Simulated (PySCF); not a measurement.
Isomers of C5H9F, mass 88.069 u with the commonest isotopes. Theory: PySCF, PBE0-D3(BJ)/def2-SVP geometry optimisation, gas phase. One conformer each, none proved a minimum here; rigid rotors.

Question: Order these by rotational constant A, smallest first.
A. `[CH3:1]/[CH:2]=[C:3](\[F:4])[CH2:5][CH3:6]` with C2–C3–C5–C6 120°
B. `[CH2:1]=[CH:2][CH2:3][CH2:4][CH2:5][F:6]` with C1–C2–C3–C4 120°, C2–C3–C4–C5 174°, C3–C4–C5–F6 -61°
C. `[CH3:1]/[CH:2]=[CH:3]\[C@H:4]([CH3:5])[F:6]` with C2–C3–C4–C5 -105°
D. `[CH3:1][CH2:2][C@@H:3]1[CH2:4][C@H:5]1[F:6]` with C1–C2–C3–C4 -82°

Answer: C (6131 MHz), A (7428 MHz), D (9590 MHz), B (11717 MHz).

Question: Order these by dipole moment, largest first.
A. `[CH3:1][CH2:2][C@@H:3]1[CH2:4][C@H:5]1[F:6]` with C1–C2–C3–C4 -82°
B. `[CH3:1]/[CH:2]=[C:3](\[F:4])[CH2:5][CH3:6]` with C2–C3–C5–C6 120°
C. `[CH3:1]/[CH:2]=[CH:3]\[C@H:4]([CH3:5])[F:6]` with C2–C3–C4–C5 -105°
D. `[CH2:1]=[CH:2][CH2:3][CH2:4][CH2:5][F:6]` with C1–C2–C3–C4 120°, C2–C3–C4–C5 174°, C3–C4–C5–F6 -61°

Answer: C (2.13 D), A (1.70 D), D (1.50 D), B (1.27 D).

Question: Order these by rotational constant B, largest first.
A. `[CH3:1]/[CH:2]=[CH:3]\[C@H:4]([CH3:5])[F:6]` with C2–C3–C4–C5 -105°
B. `[CH3:1][CH2:2][C@@H:3]1[CH2:4][C@H:5]1[F:6]` with C1–C2–C3–C4 -82°
C. `[CH3:1][C@H:2]([F:3])[CH:4]1[CH2:5][CH2:6]1` with C1–C2–C4–C5 -90°
D. `[CH2:1]=[CH:2][CH2:3][CH2:4][CH2:5][F:6]` with C1–C2–C3–C4 120°, C2–C3–C4–C5 174°, C3–C4–C5–F6 -61°
E. `[CH3:1]/[CH:2]=[C:3](\[F:4])[CH2:5][CH3:6]` with C2–C3–C5–C6 120°

Answer: C (2604 MHz), E (2048 MHz), A (2000 MHz), B (1827 MHz), D (1410 MHz).

```
           SMILES  point group  Ia (u·Å²)  Ib (u·Å²)  Ic (u·Å²)      κ  μa (D)  μb (D)  μc (D)
CC[C@@H]1C[C@H]1F           C1      52.70     276.55     296.96  -0.97    1.54    0.34    0.62
      C/C=C(\F)CC           C1      68.04     246.80     283.13  -0.91    0.30    1.23    0.09
  C/C=C\[C@H](C)F           C1      82.43     252.73     277.55  -0.92    1.57    1.44    0.05
   C[C@H](F)C1CC1           C1      82.03     194.08     250.76  -0.72    0.94    1.50    0.21
          C=CCCCF           C1      43.13     358.44     371.59  -0.99    0.41    1.43    0.22
```
